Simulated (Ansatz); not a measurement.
`C=N`. Total charge 0; spin multiplicity 1.

(1) List the harmonic frequencies (cm⁻¹, unscaled) at PBE0-D4/def2-TZVP in Ansatz. (Best estimate.)

(2) Is this a minimum?

(3) Give the ideal-gas thermochemistry at 298.15 K and 1 bar (rigid rotor, harmonic oscillator; point group Cs, symmetry number 1).

(4) And at 400, 500, 600, 800 and 1000 K?

(5) Rotational constants (cm⁻¹)?

Answers

(1) Computed: 1071, 1106, 1172, 1368, 1491, 1738, 3034, 3132, 3464.

(2) Yes, all 9 modes are real.

(3) Zero-point energy 105.1 kJ/mol; H(298) − E = 115.3 kJ/mol; entropy 227.0 J/(mol·K), of which translation 150.9, rotation 75.2, vibration 0.9; G(298) − E = 47.6 kJ/mol.

(4) 
```tsv
T (K)	H − E (kJ/mol)	S (J/mol/K)	G − E (kJ/mol)
400	119.4	238.9	23.8
500	124.2	249.5	-0.6
600	129.6	259.4	-26.0
800	142.1	277.3	-79.7
1000	156.5	293.3	-136.8
```

(5) 6.611, 1.175, 0.9974.
